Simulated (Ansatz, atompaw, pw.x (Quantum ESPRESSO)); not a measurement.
**pw.x on bcc H: one setting changed**

Potential: PAW, atompaw 4.2.0.5, PBEsol; core none, reference 1s1; waves: 1s (bound): rc 1.35 bohr; 1s channel at 0.75 Ry: rc 1.35 bohr; 2p channel at 0.05 Ry: rc 1.00 bohr; local part: bessel scheme, radius 1.00 bohr; core correction: none; augmentation: besselshape compensation charge, radius 1.20 bohr; PAW radius 1.35 bohr; waves and projectors: custom polynom2 7 10 vanderbiltortho.

The reference run (k-mesh 18³, cutoffs 40/400 Ry, Fermi–Dirac 0.01 Ry, mixing_beta 0.4, conv_thr 1e-9, no spin) gives -2.14 GPa at 2.977 Å³/atom, where all-electron LAPW gives -2.42 GPa. This run, with its own iteration cap, changes smearing to gauss.

```
&control
  calculation='scf', prefix='x', pseudo_dir='./', outdir='./tmp', tstress=.true., disk_io='none'
/
&system
  ibrav=0, nat=1, ntyp=1, ecutwfc=40, ecutrho=400, nbnd=7,
  occupations='smearing', smearing='gauss', degauss=0.01
/
&electrons
  conv_thr=1e-09, mixing_beta=0.4, electron_maxstep=60
/
ATOMIC_SPECIES
H 1.0 H.UPF
CELL_PARAMETERS angstrom
  -0.90623246 0.90623246 0.90623246
  0.90623246 -0.90623246 0.90623246
  0.90623246 0.90623246 -0.90623246
ATOMIC_POSITIONS crystal
H 0.0000 0.0000 0.0000
K_POINTS automatic
18 18 18 0 0 0
```

```bash
pw.x < H.scf.in > H.scf.out
```

Q: How does the run end?

A: It converges in 4 iterations; the free energy moves by +2.5 meV/atom and the pressure by -0.13 GPa. Gaussian smearing of the same width is narrower in effect than Fermi–Dirac, so its quadratic term in F is smaller.

```
Message from routine setup:
     using ibrav=0 with symmetry is DISCOURAGED, use correct ibrav instead
     lattice parameter (alat)  =       2.9662  a.u.
     unit-cell volume          =      20.0898 (a.u.)^3
     number of electrons       =         1.00
     number of Kohn-Sham states=            7
     kinetic-energy cutoff     =      40.0000  Ry
     charge density cutoff     =     400.0000  Ry
     scf convergence threshold =      1.0E-09
     Exchange-correlation= SLA PW PSX PSC
     number of k points=   195  Gaussian smearing, width (Ry)=  0.0100
     iteration #  1     ecut=    40.00 Ry     beta= 0.40
     total energy              =      -1.07061794 Ry
     estimated scf accuracy    <       0.00000094 Ry
     iteration #  2     ecut=    40.00 Ry     beta= 0.40
     total energy              =      -1.07061578 Ry
     estimated scf accuracy    <       0.00000031 Ry
     iteration #  3     ecut=    40.00 Ry     beta= 0.40
     total energy              =      -1.07061580 Ry
     estimated scf accuracy    <          2.5E-09 Ry
     iteration #  4     ecut=    40.00 Ry     beta= 0.40
     the Fermi energy is     3.8634 ev
!    total energy              =      -1.07061580 Ry
     estimated scf accuracy    <          1.0E-10 Ry
     smearing contrib. (-TS)   =      -0.00007011 Ry
     The total energy is F=E-TS. E is the sum of the following terms:
     one-electron contribution =       0.63545754 Ry
     hartree contribution      =       0.01662843 Ry
     xc contribution           =      -0.66001651 Ry
     ewald contribution        =      -1.06253058 Ry
     one-center paw contrib.   =      -0.00008458 Ry
     convergence has been achieved in   4 iterations
          total   stress  (Ry/bohr**3)                   (kbar)     P=      -22.76
     Message from routine punch:
     Nothing written, as per user request (disk_io='none')
```

The run took about 1.9 s on one core of a shared host (Intel(R) Xeon(R) Platinum 8488C, 96 threads, 744 GiB, load 104).
